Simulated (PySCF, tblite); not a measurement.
C2H6OP2.
Numbering: `[H]/[P:5]=[P:4]\[CH2:3][O:2][CH3:1]` (hydrogens: H6, H7, H8 on C1; H9, H10 on C3; H11 on P5)

Structure optimised with GFN2-xTB, isolated species.

List the bond lengths, angles and torsions at this level.

```tsv
bond	length (pm)
C1–O2	140.7
O2–C3	139.6
C3–P4	190.1
P4=P5	202.4
C1–H6, C1–H7	109.2
C1–H8	109.9
C3–H9, C3–H10	109.7
P5–H11	140.3
```

Bonds in one row agree within 1 pm and their mean is given. A selection of angles:
```tsv
angle	degrees
O2–C1–H6	106.7
O2–C1–H7	110.9
H6–C1–H7	109.8
C1–O2–C3	113.3
O2–C3–P4	115.8
O2–C3–H9	111.2
O2–C3–H10	107.0
P4–C3–H9	107.2
H9–C3–H10	108.4
C3–P4–P5	104.5
P4–P5–H11	97.5
```

Dihedral angles: C1–O2–C3–P4 -76° (synclinal); O2–C3–P4–P5 -27° (synperiplanar). The mirror-image conformer, all signs reversed, is as good.

Of the pairs four or more bonds apart, O2···H11 is among the closest relative to their van der Waals radii: 2.27 Å, 83 % of the sum of Bondi's values.

Point group: C1 (no symmetry element, even within 0.4 Å). Its GFN2-xTB frequencies are all real (lowest 78 cm⁻¹). The numbers are those of one conformer.

The numbers are calculated, not measured.
